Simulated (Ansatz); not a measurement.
Reaction: C2H4Cl (SMILES C[CH]Cl, doublet) → C2H4Cl (SMILES [CH2]CCl, doublet)
Each species at its own B3LYP-D3(BJ)/def2-TZVP minimum (Ansatz, a quantum-chemistry and plane-wave program).

Wanted: isomerisation energy (electronic), in kJ/mol. Radicals and triplets start from unrestricted determinants; spin-orbit coupling is neglected. CBS(X,Y): correlation extrapolated as X^-3, Hartree-Fock from the larger set. A bracket is a step between two methods taken in the basis named. The functionals are non-relativistic, so their misses hold any scalar relativity. Double hybrids freeze cores in their MP2 part. '+ core + X2C': CCSD(T) terms for core correlation (cc-pwCVTZ, 1s frozen past Ne) and scalar relativity (cc-pVTZ-DK).

CCSD(T)/CBS(cc-pV(T+d)Z,cc-pV(Q+d)Z) + [CCSDT(Q) - CCSD(T)]/cc-pV(D+d)Z + core + X2C (Ansatz) gives 17.8 kJ/mol.

Question: What does PBE/def2-TZVPD (Ansatz) give here, and how do the other levels compare?

Answer: PBE gives 20.9 kJ/mol, 3.1 kJ/mol above it. Differences of the others: B3LYP/def2-TZVPD (Ansatz) -1.2; wB97M-V/def2-TZVPD (Ansatz) 1.2; B2PLYP/def2-TZVPD (Ansatz) -0.4; CCSD(T)/CBS(cc-pV(T+d)Z,cc-pV(Q+d)Z) + core + X2C (Ansatz) 0.1 kJ/mol. Nearer than PBE: B3LYP/def2-TZVPD, wB97M-V/def2-TZVPD, B2PLYP/def2-TZVPD, CCSD(T)/CBS(cc-pV(T+d)Z,cc-pV(Q+d)Z) + core + X2C.
